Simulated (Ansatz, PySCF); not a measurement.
Gas-phase enthalpy of formation at 298 K, by the atomisation route, of C[S] (SMILES; CH3S). Geometries: B3LYP-D3(BJ)/def2-TZVP minima from Ansatz (a first-principles code). Valence correlation only, unless marked. UHF or UKS for open shells. Spin-orbit coupling is left out. No relativistic terms. CBS(X,Y): correlation extrapolated as X^-3; Hartree-Fock from the larger set. The bracket is a focal-point correction in the basis named. Thermal terms are rigid-rotor harmonic-oscillator values from B3LYP-D3(BJ) frequencies (PySCF) at 298.15 K and 1 atm. 1 Eh = 627.5095 kcal/mol.

```tsv
species	count	E, RI-MP2/CBS(aug-cc-pV(T+d)Z,aug-cc-pV(Q+d)Z)+[CCSD(T)-MP2]/aug-cc-pV(T+d)Z (Ansatz) (Eh)	E, PBE/def2-TZVPD (Ansatz) (Eh)	measured ΔHf at 0 K (kcal/mol)	H(298) - H(0) of the element (kcal/mol)
C[S]	1	-437.57767	-437.85398	-	-
C atom	1	-37.79159	-37.79605	169.98	0.25
H atom	3	-0.49995	-0.49962	51.63	1.01
S atom	1	-397.67698	-397.93910	65.66	1.05
```

Molecule: zero-point energy 22.22, H(298) - H(0) 2.60 kcal/mol. The route leaves out scalar relativity and anharmonic zero-point terms, the atoms' spin-orbit terms, and in the frozen-core level the core correlation. Atomic data: G2/97 table in ASE.

Question: Work out De, D0 and ΔHf at 0 and 298 K at both levels, and their errors against the measured value.

Answer: 
The atoms' values sum to 390.53 (0 K) and 4.33 (thermal), in kcal/mol.
- RI-MP2/CBS(aug-cc-pV(T+d)Z,aug-cc-pV(Q+d)Z)+[CCSD(T)-MP2]/aug-cc-pV(T+d)Z: De = 382.31; D0 = 382.31 - 22.22 = 360.09; ΔHf(0 K) = 390.53 - 360.09 = 30.44; ΔHf(298 K) = 30.44 + 2.60 - 4.33 = 28.71; error -1.1.
- PBE/def2-TZVPD: De = 389.04; D0 = 389.04 - 22.22 = 366.82; ΔHf(0 K) = 390.53 - 366.82 = 23.71; ΔHf(298 K) = 23.71 + 2.60 - 4.33 = 21.98; error -7.8.
Measured: 29.8 kcal/mol (G2/97 table in ASE (Curtiss et al.)). This is an older compilation, not checked against later work.
